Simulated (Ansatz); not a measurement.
BH2(CCH) (C2H3B). Total charge 0; triplet. Geometry PBE0-D4/def2-TZVP, that of the neutral singlet; atoms count from 1.

```tsv
atom	x (Å)	y (Å)	z (Å)
B1	0.864	-0.611	-0.406
H2	1.937	-0.538	0.110
H3	0.696	-1.324	-1.348
C4	-0.280	0.198	0.131
C5	-1.202	0.850	0.565
H6	-2.015	1.425	0.947
```

At PBE0-D4/def2-TZVP a singlet of charge 0 lies 3.50 eV below the triplet at the same geometry.

Question: Estimate the Mulliken populations from the PBE0/def2-TZVP orbitals of Ansatz.

Answer: 
| atom | charge (e) | spin (α − β) |
| --- | --- | --- |
| B1 | -0.32 | 0.77 |
| H2 | 0.07 | 0.09 |
| H3 | 0.07 | 0.09 |
| C4 | 0.16 | 0.18 |
| C5 | -0.21 | 0.92 |
| H6 | 0.21 | -0.04 |
Mulliken values depend strongly on the basis.

Question: Where does the spin sit?

Answer: Summed by element: B 0.77, H 0.14, C 1.09, of 2 unpaired in all. Largest on single atoms: C5 0.92, B1 0.77, C4 0.18.

Question: And the Mayer bond orders between heavy atoms (over 0.3)?

Answer: B1–C4 1.48 (1.50 Å); C4–C5 2.17 (1.21 Å).
